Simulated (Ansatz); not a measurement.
Barrier height from H2 + O to the transition structure H2O, without zero-point energy, on the benchmark's geometries as Psi4's copy of the set gives them.
Transition structure (charge 0, multiplicity 3):
```json
[
 {"atom": "H", "x (Å)": "0.0000", "y (Å)": "0.0000", "z (Å)": "-0.8603"},
 {"atom": "O", "x (Å)": "0.0000", "y (Å)": "0.0000", "z (Å)": "0.3290"},
 {"atom": "H", "x (Å)": "0.0000", "y (Å)": "0.0000", "z (Å)": "-1.7719"}
]
```
Reactant (charge 0, multiplicity 1):
```
atom   x (Å)   y (Å)   z (Å)
----  ------  ------  ------
H     0.0000  0.0000  0.0000
H     0.7419  0.0000  0.0000
```

Quantity: the barrier height.

Open shells are unrestricted; no spin–orbit coupling.

Frozen-core correlation. CBS(a, b) extrapolates the correlation energy as X⁻³ and adds the Hartree–Fock energy of set b.

Run with Ansatz (Gaussian basis) for Hartree–Fock, density functionals and correlated methods. 

Costs are ratios of core time to PBE/def2-TZVPPD (roughly 2.2 s), for whole runs (searches for the state included, and forces where a run took them) on one shared machine, so rough; each difference counts from 12.97 kcal/mol (CCSD(T)/CBS(aug-cc-pVTZ, aug-cc-pVQZ), a level with limits of its own).

```json
[
 {"level": "B3LYP/def2-TZVPPD", "basis functions": "74", "cost": "×0.6"},
 {"level": "SVWN5/def2-TZVPPD", "basis functions": "74", "cost": "×0.6"},
 {"level": "CAM-B3LYP/def2-TZVPPD", "basis functions": "74", "cost": "×0.7"},
 {"level": "CCSD(T)/cc-pVDZ", "basis functions": "24", "cost": "×0.7"},
 {"level": "r2SCAN/def2-TZVPPD", "basis functions": "74", "cost": "×1"},
 {"level": "PBE/def2-TZVPPD", "basis functions": "74", "cost": "×1"},
 {"level": "CCSD(T)/aug-cc-pVDZ", "basis functions": "41", "cost": "×1"},
 {"level": "BLYP/def2-TZVPPD", "basis functions": "74", "cost": "×1"},
 {"level": "B97M-V/def2-TZVPPD", "basis functions": "74", "cost": "×1"},
 {"level": "CCSD(T)/aug-cc-pVTZ", "basis functions": "92", "cost": "×3"},
 {"level": "CCSDT(Q)/cc-pVDZ", "basis functions": "24", "cost": "×4"},
 {"level": "CCSD(T)/aug-cc-pVQZ", "basis functions": "172", "cost": "×20"}
]
```

Question: Which is the cheapest listed level whose difference stays within 1.00 kcal/mol?

Answer: CCSD(T)/aug-cc-pVTZ (0.84 kcal/mol, cost ×3).

Question: With a budget of 10 times the cost of PBE/def2-TZVPPD, which level comes closest?

Answer: CCSD(T)/aug-cc-pVTZ, at 0.84 kcal/mol; next is CCSD(T)/aug-cc-pVDZ at 1.18 kcal/mol.

Question: What does the step from CCSD(T)/aug-cc-pVTZ to CCSD(T)/aug-cc-pVQZ cost and buy?

Answer: 92 to 172 functions, cost ×6 (rough); the difference goes from 0.84 to 0.41 kcal/mol.

Each difference (kcal/mol): B3LYP/def2-TZVPPD -6.86; SVWN5/def2-TZVPPD -25.95; CAM-B3LYP/def2-TZVPPD -6.51; CCSD(T)/cc-pVDZ 5.69; r2SCAN/def2-TZVPPD -10.71; PBE/def2-TZVPPD -14.55; CCSD(T)/aug-cc-pVDZ 1.18; BLYP/def2-TZVPPD -11.73; B97M-V/def2-TZVPPD -6.51; CCSD(T)/aug-cc-pVTZ 0.84; CCSDT(Q)/cc-pVDZ 5.44; CCSD(T)/aug-cc-pVQZ 0.41.

Ansatz is a program for electronic structure.
